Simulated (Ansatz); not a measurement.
```xyz
9

C     1.3900    0.0000    0.0000
C     0.6950    1.2038    0.0000
C    -0.6950    1.2038    0.0000
C    -1.3900    0.0000    0.0000
C    -0.6950   -1.2038    0.0000
C     0.6950   -1.2038    0.0000
H     1.2375    2.1434    0.0000
H    -2.4750    0.0000    0.0000
H     1.2375   -2.1434    0.0000
```

Basis set: def2-TZVP. Charge 0. Computed with Ansatz (development build ahead of 0.2.0); the lowest solution found for each multiplicity.

(1) How do the multiplicities compare at this shape? Give, from the lowest of each method, PBE0 (unrestricted) for 2, 4; PBE0 (restricted) for 2, 4; HF (unrestricted) for 2, 4; HF (restricted) for 2, 4.

## Answers

(1)

```csv
method,multiplicity,E (eV),<S²>
"PBE0, unrestricted",2,0.000,1.48
"PBE0, unrestricted",4,0.565,3.82
"PBE0, restricted",2,0.000,0.75
"PBE0, restricted",4,0.024,3.75
"HF, unrestricted",2,0.209,2.28
"HF, unrestricted",4,0.000,4.66
"HF, restricted",2,2.395,0.75
"HF, restricted",4,0.000,3.75
```

Caution for PBE0, unrestricted: the unrestricted determinant is spin contaminated. Caution for PBE0, restricted, HF, restricted: an unrestricted determinant lies well below. Caution for HF, unrestricted: the unrestricted determinant is a mixture of spin states.
